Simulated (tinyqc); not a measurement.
Harmonic frequencies on the RHF/sto-6g surface (energies and gradients from PySCF), for H2O, spin multiplicity 1, step by step. Computed by tinyqc, a small Python program that keeps every step (integrals from PySCF). Settings: charge = 0, multiplicity = 1, basis = sto-6g, delta = 0.005. Command: `OMP_NUM_THREADS=1 python tinyqc.py 24124 24125 out.jsonl` (the two numbers bound the seeds that draw the settings). One thread of a shared host (Intel(R) Xeon(R) Processor @ 2.60GHz), about 3 s of CPU time with the checks.

## One row of the Hessian: 2Hy

optimised positions (bohr):
```
           x          y         z
1O  0.023306  -0.021601  0.014615
2H  0.053299   1.406474  1.212056
3H  0.038668  -1.449124  1.212965
```

gradient at +delta (hartree/bohr):
```
              x            y            z
1O  -0.00002982  -0.00197389  -0.00104206
2H   0.00003638   0.00213009   0.00134623
3H  -0.00000655  -0.00015620  -0.00030418
```

gradient at -delta (hartree/bohr):
```
              x            y            z
1O   0.00003042   0.00197241   0.00107099
2H  -0.00003706  -0.00218155  -0.00136481
3H   0.00000664   0.00020915   0.00029382
```

Displace 2Hy by +/-0.005 bohr; H(k, :) = (g(+) - g(-)) / (2 delta).

row of the Hessian (hartree/bohr^2): 1Ox -0.00602443, 1Oy -0.39462961, 1Oz -0.21130450, 2Hx 0.00734392, 2Hy 0.43116415, 2Hz 0.27110422, 3Hx -0.00131949, 3Hy -0.03653454, 3Hz -0.05979972

## Hessian by finite differences

All rows are made in the same way, and the matrix is symmetrised.

Hessian (symmetrised) (hartree/bohr^2):
```
             1Ox          1Oy          1Oz          2Hx          2Hy          2Hz          3Hx          3Hy
1Ox   0.00024665   0.00404488   0.01183327  -0.00017866  -0.00602422  -0.00761100  -0.00006755   0.00197934
1Oy   0.00404488   0.78903211  -0.00013179  -0.00828888  -0.39462947  -0.33093204   0.00424399  -0.39440291
1Oz   0.01183327  -0.00013179   0.62511709  -0.00699737  -0.21130218  -0.31237926  -0.00483594   0.21143397
2Hx  -0.00017866  -0.00828888  -0.00699737   0.00016661   0.00734369   0.00697407   0.00001183   0.00094519
2Hy  -0.00602422  -0.39462947  -0.21130218   0.00734369   0.43116415   0.27110152  -0.00131948  -0.03653454
2Hz  -0.00761100  -0.33093204  -0.31237926   0.00697407   0.27110152   0.29493908   0.00063695   0.05983050
3Hx  -0.00006755   0.00424399  -0.00483594   0.00001183  -0.00131948   0.00063695   0.00005550  -0.00292452
3Hy   0.00197934  -0.39440291   0.21143397   0.00094519  -0.03653454   0.05983050  -0.00292452   0.43093758
3Hz  -0.00422228   0.33106382  -0.31273893   0.00002330  -0.05979948   0.01744073   0.00419899  -0.27126432

             3Hz
1Ox  -0.00422228
1Oy   0.33106382
1Oz  -0.31273893
2Hx   0.00002330
2Hy  -0.05979948
2Hz   0.01744073
3Hx   0.00419899
3Hy  -0.27126432
3Hz   0.29529875
```

## Normal modes

masses (u): 1O 15.994915, 2H 1.007825, 3H 1.007825

Diagonalise H_ij / sqrt(m_i m_j); the 6 smallest eigenvalues belong to translations and rotations; wavenumber = sqrt(eigenvalue / 1822.888) x 219474.63; each mode has its largest component positive (the first on a tie); zero-point energy = sum of wavenumbers / 2, with 349.755 1/cm per kcal/mol.

eigenvalues of the mass-weighted Hessian (hartree/(bohr^2 u)): -0.000017  -0.000013  0.000000  0.000000  0.000000  0.000001  0.176801  0.636506  0.716433

harmonic wavenumbers of the vibrations (1/cm): 2161.5  4101.1  4351.0

mass-weighted modes:
```
        mode 1     mode 2     mode 3
1Ox  -0.005005  -0.003880  -0.001344
1Oy  -0.000057  -0.000102  -0.262405
1Oz  -0.264357  -0.204913   0.000129
2Hx   0.007750   0.010593   0.010977
2Hy  -0.433081   0.559067   0.522666
2Hz   0.526724   0.408081   0.438258
3Hx   0.012189   0.004863  -0.005625
3Hy   0.433309  -0.558661   0.522705
3Hz   0.526429   0.408254  -0.438771
```

zero-point energy = 15.172957 kcal/mol
